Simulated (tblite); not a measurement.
# CH3NS: the cost of one run

Computed with tblite 0.8.0 and PySCF 2.14.0; each step states its level. No surroundings beyond the atoms listed, unless a continuum is named. Atoms count from 0, parts from 1.

### Step 1. Starting point

6 atoms, charge 0, multiplicity 1; geometry: rigid parts in contact. Parts: 1 = atoms 0–2, `C#N`, charge 0; 2 = atoms 3–5, `S`, charge 0.

### Step 2. Docking the parts with GFN2-xTB

Job settings and geometry (Å):

```
{"job": {"kind": "dock", "xc": "GFN2-xTB", "basis": "xTB"}, "charge": 0, "multiplicity": 1, "parts": [{"atoms": "0-2", "charge": 0, "multiplicity": 1}, {"atoms": "3-5", "charge": 0, "multiplicity": 1}]}
C     -0.026390    -0.000070    -0.000726
N      1.110908     0.003585     0.025256
H     -1.084519    -0.003515    -0.024529
S      0.585157    -1.243143     3.178481
H      1.247734    -0.621751     2.211593
H      1.008545    -2.435181     2.777851
```

With the program's defaults for keys left out, this is: GFN2-xTB search for minima from random contacts, gas phase.

Run with:

```
OMP_NUM_THREADS=1 python cluster_run.py task.json out
```

One launch serves the whole session: the jobs run in the order shown.

**Question.** How long does this first job take on 1 thread of AMD EPYC 9R45, shared host?

About 2.1 s.
